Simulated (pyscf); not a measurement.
## Four-centre exchange: H₂B–OH + NH₃ → H₂N–BH–OH + H₂

Gas phase, singlet surface, charge 0. Bonds broken: B1–H3, N6–H7. Bonds formed: B1–N6, H3–H7. Single points on ωB97X-D3(BJ)/def2-SVP structures (PySCF, gas phase).

Transition state (Å):

```xyz
9

B     -0.4501     0.3161     0.0348
O      0.8171    -0.0034    -0.4618
H     -1.2858    -0.8864     0.0894
H     -1.1915     1.0989    -0.5344
H      0.8449     0.0246    -1.4222
N     -0.4587     0.4612     1.6032
H     -1.1547    -0.5145     1.0518
H      0.4049     0.1507     2.0424
H     -0.8014     1.3299     2.0018
```

One imaginary mode, 1519i cm⁻¹; descent along it reached the two sides named, in the forms told below.

```
bond   change  reactant side (Å)  saddle  product side
-----  ------  -----------------  ------  ------------
B1–H3  breaks              1.231   1.465           4.1
N6–H7  breaks              1.021   1.319           2.7
B1–N6   forms              1.708   1.575         1.407
H3–H7   forms              2.536   1.040         0.761
```

Electronic energies relative to the separated reactants (kJ/mol):

```tsv
level	barrier	reaction energy	reverse barrier
ωB97X-D3(BJ)/def2-TZVP	99.1	-99.3	198.4
PBE/def2-TZVP	72.4	-101.7	174.1
r²SCAN/def2-TZVP	78.7	-107.3	186.0
B3LYP-D3(BJ)/def2-TZVP	99.6	-102.2	201.8
PBE0-D3(BJ)/def2-TZVP	77.6	-102.1	179.7
M06-2X/def2-TZVP	95.2	-108.4	203.6
ωB97M-D3(BJ)/def2-TZVP	96.9	-100.4	197.3
HF/def2-TZVP	174.3	-87.6	261.8
```

With ωB97M-D3(BJ)/def2-TZVP energies and thermal terms (ideal gas, 1 atm, RRHO with modes under 100 cm⁻¹ raised to 100, one conformer, R ln 2 for chiral ones without a mode under 150 cm⁻¹), in kJ/mol:

| T (K) | ΔH‡ | ΔG‡ | ΔH | ΔG |
|---|---|---|---|---|
| 298 | 87.8 | 131.4 | -112.8 | -103.6 |
| 600 | 88.8 | 175.5 | -107.6 | -96.2 |
| 900 | 92.1 | 218.2 | -103.0 | -91.5 |
| 1200 | 96.1 | 259.6 | -99.7 | -88.2 |

On the reactant side the descent ends in an adduct with a B–N contact, 54.9 kJ/mol under the separated species and 154.1 kJ/mol under the saddle at ωB97X-D3(BJ)/def2-TZVP. What is counted as formed (B–N) is already present as a longer contact in the reactant adduct; forming that adduct is a step of its own. At the saddle there is also a short B–H contact that neither side keeps. The same reactants have a lower exit, to H₂B–NH₂ + H₂O (barrier +47.6 kJ/mol at ωB97M-D3(BJ)/def2-TZVP, against +96.9 kJ/mol here). One saddle was located; it need not be the lowest between these sides.
